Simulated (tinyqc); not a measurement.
Worked calculation: Pariser-Parr-Pople SCF with singles CI, for the molecule Fc1c[cH+]1 (SMILES; centres numbered as the heavy atoms are written). One step of it, computed by the program tinyqc.

Question. Iteration 3: orbitals and new P. Diagonalise F (the basis is taken as orthonormal) and form P = 2 sum c c over the lowest orbitals.

F (eV):
```
            1F          2C          3C          4C
1F  -22.668594   -2.877273    0.240345    0.240345
2C   -2.877273  -11.056738   -4.113817   -4.113817
3C    0.240345   -4.113817  -10.948367   -4.225668
4C    0.240345   -4.113817   -4.225668  -10.948367
```

pi electrons, sum of z_r less the charge = 4

Give: orbital energies; P after iteration 3.

Answer.

orbital energies (eV): -23.513  -18.848  -6.723  -6.539

P after iteration 3:
```
        1F     2C      3C      4C
1F   1.951  0.257  -0.124  -0.124
2C   0.257  0.668   0.642   0.642
3C  -0.124  0.642   0.691   0.691
4C  -0.124  0.642   0.691   0.691
```
